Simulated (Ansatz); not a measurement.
The reference is HfS₂ in the CdI2 type structure (space group P-3m1, No. 164; a = 3.606 Å, c = 5.768 Å; layered, stacked along the Cartesian z axis).

Levels (all Ansatz, an electronic-structure program, PAW): PBE-D3(BJ) (420 eV, without spin-orbit coupling); HSE06 (420 eV, no spin-orbit coupling); PBE+SOC (420 eV, spin-orbit coupling included).

Levels that relaxed their own cell: PBE-D3(BJ).

```json
[
 {"level": "PBE-D3(BJ)", "band gap": "0.85 eV", "lattice parameter a": "3.606 Å", "lattice parameter c": "5.768 Å"},
 {"level": "HSE06", "band gap": "1.65 eV", "lattice parameter a": "–", "lattice parameter c": "–"},
 {"level": "PBE+SOC", "band gap": "0.83 eV", "lattice parameter a": "–", "lattice parameter c": "–"}
]
```

Measured: band gap 1.8 eV (temperature not stated; as listed in Miłosz Rybak et al., Nanomaterials (2022)); lattice parameter a 3.635 Å (temperature not stated; as listed in Torbjörn Björkman, The Journal of Chemical Physics (2014)); lattice parameter c 5.83 Å (temperature not stated; corrected from measurement; as listed in Torbjörn Björkman, The Journal of Chemical Physics (2014)).

Computed minus measured — band gap: PBE-D3(BJ) -0.95 eV, HSE06 -0.15 eV, PBE+SOC -0.97 eV (closest: HSE06); lattice parameter a: PBE-D3(BJ) -0.8 %; lattice parameter c: PBE-D3(BJ) -1.1 %. Measured values not marked as corrected hold thermal and zero-point effects that the static-lattice runs lack. A measured gap can be an optical one, lowered by exciton binding. Levels without spin-orbit coupling miss its effect on the gap.

Single points use the geometry relaxed with PBE-D3(BJ). HSE06 gaps are upper bounds (no full band path). The spin-orbit shifts are approximate. With Hf present, leaving out spin-orbit coupling can change the band edges. No phonon test of stability was made.
